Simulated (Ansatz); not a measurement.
Rutile CrO₂, treated with rVV10 (Ansatz, a first-principles code, plane waves, PAW).

Input:

Ansatz 0.2 input:
```yaml
crystal:
  lattice:
    - [4.392549485, 0.0, 0.0]
    - [0.0, 4.392549485, 0.0]
    - [0.0, 0.0, 2.9021423334]
  atoms:
    - { symbol: Cr, position: [0.0, 0.0, 0.0], spin: 2.5 }
    - { symbol: Cr, position: [0.5, 0.5, 0.5], spin: 2.5 }
    - { symbol: O, position: [0.3029935596, 0.3029935596, 0.0], spin: 0.0 }
    - { symbol: O, position: [0.8029935596, 0.1970064404, 0.5], spin: 0.0 }
    - { symbol: O, position: [0.1970064404, 0.8029935596, 0.5], spin: 0.0 }
    - { symbol: O, position: [0.6970064404, 0.6970064404, 0.0], spin: 0.0 }
basis:
  ecutwfc: 520
  ecutrho_ratio: 4
  xc_grid: 2
kpoints:
  mp_grid: { grid: [12, 12, 18] }
hamiltonian:
  xc: { exchange: rpw86, correlation: pbe }
  dispersion: rvv10
  pseudopotentials: { kind: paw }
scf:
  occupations: { method: fermi_dirac, width: 0.05 }
output:
  forces: true
  stress: true
  eigenvalues: true
magnetization:
  spin_polarized: true
relax:
  f_tol: 0.004
  escape_saddle: false
  max_steps: 80
  cell: { stress_tol: 0.02, fix: [volume] }
```

The run printed, among other lines:

```
Relaxation: its limit of steps is 80 (relax.max_steps)
Crystal: 6 atoms, lattice volume = 55.995 Å³
Basis set: ecut = 520 eV, 1503 PW (Γ), exchange–correlation on 72×72×48 points (8 copies of the dense FFT grid, shifted against one another)
Bands: 35, of which v1, the nominal top of the filled ones, is band 26 counted from 1 (25 counted from 0)
Symmetry: 16 space group operations
Space group: P42/mnm (ITA 136), of the structure as read, at distance tolerance 3.8e-5 Å
k-points: 280 of 2592
Initial density: superposition of atomic densities (chi_scale 0.1, normalization cell, long waves kept (reshape's long-wave potential 0.00 eV rms))
Functional: x = rpw86, c = pbe(β = 0.06672455060314922) + rvv10(b = 6.3, C = 0.0093)
spin=Collinear: Kerker preconditioning applied to the charge; magnetization (m = ρ↑ − ρ↓) channel mixes plain (no charge-response kernel on spin).
SCF 1 converged in 12 iterations: F = -9089.623051 eV  dr2 = 3.47e-10
Crystal: 6 atoms, lattice volume = 55.995 Å³
Initial density: handed on by an earlier stage of this run
spin=Collinear: Kerker preconditioning applied to the charge; magnetization (m = ρ↑ − ρ↓) channel mixes plain (no charge-response kernel on spin).
SCF 2 converged in 6 iterations: F = -9089.624173 eV  dr2 = 1.98e-7
Crystal: 6 atoms, lattice volume = 55.995 Å³
spin=Collinear: Kerker preconditioning applied to the charge; magnetization (m = ρ↑ − ρ↓) channel mixes plain (no charge-response kernel on spin).
SCF 3 converged in 6 iterations: F = -9089.625326 eV  dr2 = 5.88e-7
Crystal: 6 atoms, lattice volume = 55.995 Å³
spin=Collinear: Kerker preconditioning applied to the charge; magnetization (m = ρ↑ − ρ↓) channel mixes plain (no charge-response kernel on spin).
SCF 4 converged in 7 iterations: F = -9089.625327 eV  dr2 = 8.46e-12
SCF converged after 7 iterations
Magnetization: 4.0000 μB (28.0000 up, 24.0000 down)
Free energy (F): -9089.625327 eV
Internal energy: -9089.614425 eV  (E = F + TS)
E sigma→0 (E₀):  -9089.619876 eV
Fermi energy:    11.157352 eV
--- Forces (eV/Å), atoms counted from 1 ---
  atom   1  Cr     0.00000000     0.00000000    -0.00000000
  atom   2  Cr    -0.00000000    -0.00000000     0.00000000
  atom   3  O     -0.00038107    -0.00038107    -0.00000000
  atom   4  O     -0.00038107     0.00038107    -0.00000000
  atom   5  O      0.00038107    -0.00038107     0.00000000
  atom   6  O      0.00038107     0.00038107     0.00000000
--- Stress (GPa, compression-positive) ---
       10.528792      -0.000000       0.000000
       -0.000000      10.528792       0.000000
        0.000000       0.000000      10.538908
  P = ⅓ Tr σ = 10.5322 GPa (105.322 kbar)
```

The cell is one volume of an energy–volume scan, off the minimum.

The PAW data were made under PBE.

Computing time: about 5 core-minutes (a rough figure).
